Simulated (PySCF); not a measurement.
## Basis-set dependence of MgAl at CCSD(T)

PySCF, UHF reference; doublet, unpaired electrons π ↑; De to Mg + Al without counterpoise correction. Frozen cores follow the default of each basis and core potential.

```
                      basis     relativity  functions  Re (Å)  ωe (cm⁻¹)  De (eV)  frozen orbitals
                 6-31G(d,p)  no relativity         36   2.917        187     0.25                6
                  def2-SVPD  no relativity         45   2.957        174     0.28                6
              jorge-DZP-DKH  spin-free X2C         48   2.981        173     0.24                6
aug-cc-pVDZ/aug-cc-pV(D+d)Z  no relativity         59   2.943        183     0.28                6
```

(1) How does each smaller set differ from the one with most functions, aug-cc-pVDZ/aug-cc-pV(D+d)Z?

Correlated steps freeze 6 core orbitals. The bond is weak. Basis-set superposition, not corrected here, can be much of De in a small basis, most of all at correlated wavefunction levels. The state was picked by a PBE0 search and need not be the measured ground state.

Answers

(1) 6-31G(d,p): -2.6 pm, +2.2 % in ωe, -0.03 eV in De; def2-SVPD: +1.4 pm, -4.9 % in ωe, +0.00 eV in De; jorge-DZP-DKH: +3.8 pm, -5.5 % in ωe, -0.04 eV in De. All at CCSD(T); the set with most functions is neither the basis-set limit nor always the best. The rows treat relativity differently, so the differences are not basis effects alone.
